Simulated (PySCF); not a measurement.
Potential energy of NaAl along the bond

Set-up: basis Na aug-cc-pVDZ, Al aug-cc-pV(D+d)Z; no relativity; PySCF 2.14. Energies in eV from Na + Al in their ground configurations at the same level. State: ¹Σ⁺ (singlet), closed shell.

All columns are PBE0. A positive dipole means Na(−)Al(+).

```tsv
R (Å)	E (eV)	μ (D)	Mulliken charge on Na (basis-dependent)	HOMO (eV)	LUMO (eV)	Mayer bond order	⟨S²⟩
2.712	-0.479	-2.87	0.10	-3.61	-1.88	1.08	0.00
2.838	-0.602	-2.84	0.10	-3.60	-1.84	1.06	0.00
2.964	-0.672	-2.79	0.11	-3.59	-1.80	1.03	0.00
3.058	-0.698	-2.74	0.11	-3.58	-1.78	1.02	0.00
3.153	-0.705	-2.68	0.12	-3.56	-1.77	1.01	0.00
3.248	-0.698	-2.62	0.12	-3.55	-1.76	1.00	0.00
3.374	-0.671	-2.53	0.12	-3.53	-1.75	1.00	0.00
3.531	-0.615	-2.40	0.12	-3.50	-1.75	0.99	0.00
3.720	-0.528	-2.25	0.10	-3.46	-1.76	1.00	0.00
3.973	-0.394	-2.05	0.07	-3.42	-1.79	1.00	0.00
```

A fit through these points gives, at Re = 3.150 Å, μ = -2.69 D and dμ/dR = 0.646 D/Å; the reduced mass is 12.41 u.

Q: How strong is the fundamental in the double-harmonic approximation, I = 42.26·(dμ/dR)²/μred km/mol?

A: I = 42.26·(0.646)²/12.41 = 1.42 km/mol at PBE0.

Closed-shell solutions of metal pairs were not tested for spin polarisation, which can lower them a little.
